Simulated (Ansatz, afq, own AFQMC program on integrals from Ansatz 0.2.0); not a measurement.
Two steps: Ansatz 0.2.0 writes the Fock matrix and Cholesky factors of the valence space, and afq projects on them the lowest state that overlaps trial and start.

```yaml
crystal:
  periodic: [false, false, false]
  atoms:
    - {symbol: C, position_ang: [-1.849541, 0.000000, 0.000000]}
    - {symbol: H, position_ang: [-2.212747, 1.027301, 0.000000]}
    - {symbol: H, position_ang: [-2.212747, -0.513650, 0.889668]}
    - {symbol: H, position_ang: [-2.212747, -0.513650, -0.889669]}
    - {symbol: H, position_ang: [-0.759924, 0.000000, 0.000000]}
    - {symbol: Si, position_ang: [1.056459, 0.000000, 0.000000]}
basis:
  gaussian: {orbitals: cc-pVTZ}
magnetization: {spin_polarized: true, initial_magnetization: 2}
correlation: {method: ccsd_t, electrons: outside_noble_gas, hamiltonian_folder: ham}
```

```sh
$ ansatz run in.yaml --threads 1 --pin off --events-out ev --progress --plain --max-ram 16896MiB --backend cuda --devices 0, --max-vram 18GiB
```

Options of the walk:

```
--method phaseless --trial cisd --walkers 600 --populations 10 --least-time 60 --time-step 0.005 --steps-per-block 50 --equilibration-blocks 28 --max-blocks 4000 --target-error 0.00021 --factor-cut 1e-05 --start spin_pure --seed 2399 --release-times 0.24,0.51,0.99,1.62,2.4 --release-step 0.03 --release-every 3 --taylor-order 6
```

Times are imaginary, in 1/Eh. The walk had a cap of 225 s. With eight or more populations the least sampling time is a fifth of least-time, and the error comes from their spread.

Log:

```
orbitals 114  electrons 7 5  factors 665 of 674
reference energy -329.05270208 Eh
CCSD correlation -0.30029168 Eh in 12 cycles, weight of the determinant in the CISD state 0.8644
energy of the start -329.351245 Eh
 block  time / (1/Eh)  mean weight  energy / Eh
     1     0.250  1.0008  -329.348938
     2     0.500  0.9995  -329.351605
     3     0.750  1.0000  -329.354814
     4     1.000  0.9992  -329.357837
     5     1.250  0.9996  -329.359901
     7     1.750  1.0003  -329.359566
     9     2.250  1.0001  -329.361266
    13     3.250  1.0003  -329.363613
    19     4.750  1.0003  -329.365361
    25     6.250  0.9988  -329.366573
    31     7.750  1.0007  -329.364749
    37     9.250  0.9993  -329.364433
    43    10.750  1.0008  -329.364401
    49    12.250  0.9996  -329.365074
    55    13.750  1.0008  -329.362124
    61    15.250  0.9992  -329.364071
    67    16.750  1.0005  -329.363520
    73    18.250  1.0015  -329.364016
    79    19.750  0.9998  -329.364429
    85    21.250  1.0007  -329.365871
    91    22.750  0.9996  -329.364489
    97    24.250  1.0003  -329.365960
   103    25.750  1.0004  -329.363195
   109    27.250  0.9997  -329.365266
   115    28.750  0.9996  -329.363550
   121    30.250  1.0003  -329.364096
   127    31.750  0.9999  -329.365970
   133    33.250  1.0008  -329.366897
   139    34.750  1.0008  -329.362840
   145    36.250  0.9998  -329.364996
   151    37.750  1.0005  -329.363428
   154    38.500  0.9996  -329.361533
   157    39.250  0.9995  -329.364426
error from the spread of 10 populations
released: time / (1/Eh)  energy / Eh  error  mean overlap
  0.24  -329.364379  0.000121  0.9982
  0.51  -329.364734  0.000145  0.9947
  0.99  -329.364782  0.000252  0.9943
  1.62  -329.364789  0.000239  0.9908
  2.40  -329.364401  0.000449  1.0019
energy -329.364161 +/- 0.000205 Eh
(rows thinned)
```

The run passed its tests (sampling time, drift between the halves within three errors, error under three times the target), which doesn't prove that it has relaxed.

Against this walk (error 5.6 meV) on the same determinant: CCSD(T) 17.8 meV higher. The error is statistical and leaves out the bias of the constraint. Released to 1.62 1/Eh the energy moves by -17 ± 9 meV (both errors), within twice the noise.

Cautions: constraint bias not in the error; lower spins were not checked.

The walk took 99 s on 1 × NVIDIA H100 80GB HBM3 with 2 threads of AMD EPYC 7R13 Processor (Zen 3) (shared host) (the card was shared). The log's last line is the phaseless energy.

A walk keeps the symmetry of its determinant, which the program's search chose and which needn't be the lowest solution, so a lower state of the same spin and another symmetry isn't excluded.
